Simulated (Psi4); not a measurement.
Psi4 input (wB97X-D/6-31G*):

```
memory 1500 MB

molecule {
1 1
C    -0.00000000   -0.00000000   -0.16250200
H     0.00000000    0.00000000    0.97501202
symmetry c1
no_reorient
no_com
}

set {
  basis 6-31G*
  reference rks
  scf_type pk
  dft_radial_points 99
  dft_spherical_points 590
  e_convergence 1e-8
  d_convergence 1e-7
  maxiter 150
}

e = energy('wb97x-d')
print_out(f'\nFINAL {e:.10f} DIPOLE {variable("CURRENT DIPOLE")[0]:.6f} {variable("CURRENT DIPOLE")[1]:.6f} {variable("CURRENT DIPOLE")[2]:.6f}\n')
```

From the last part of the output:

```

    Virtual:

       4A     -0.448849     5A     -0.448849     6A     -0.115024
       7A      0.290656     8A      0.290656     9A      0.316915
      10A      0.383311    11A      0.592860    12A      1.307756
      13A      1.307756    14A      1.325039    15A      1.325039
      16A      1.740806    17A      3.539094

    Final Occupation by Irrep:
              A
    DOCC [     3 ]
    NA   [     3 ]
    NB   [     3 ]

  @RKS Final Energy:   -38.06699430874512

   => Energetics <=

    Nuclear Repulsion Energy =              2.7912300052530346
    One-Electron Energy =                 -53.4866087910243024
    Two-Electron Energy =                  16.2550685521702185
    DFT Exchange-Correlation Energy =      -3.6266826410342516
    Empirical Dispersion Energy =          -0.0000014341098181
    VV10 Nonlocal Energy =                  0.0000000000000000
    Total Energy =                        -38.0669943087451230

Computation Completed

Properties will be evaluated at   0.000000,   0.000000,   0.000000 [a0]

Properties computed using the SCF density matrix

 Multipole Moments:

 ------------------------------------------------------------------------------------
     Multipole            Electronic (a.u.)      Nuclear  (a.u.)        Total (a.u.)
 ------------------------------------------------------------------------------------

 L = 1.  Multiply by 2.5417464519 to convert [e a0] to [Debye]
 Dipole X            :         -0.0000000            0.0000000           -0.0000000
 Dipole Y            :         -0.0000000            0.0000000           -0.0000000
 Dipole Z            :          0.5886718            0.0000000            0.5886719
 Magnitude           :                                                    0.5886719

 ------------------------------------------------------------------------------------

FINAL -38.0669943087 DIPOLE -0.000000 -0.000000 0.588672

*** Psi4 exiting successfully. Buy a developer a beer!
```

The dipole moment of an ion depends on the origin.
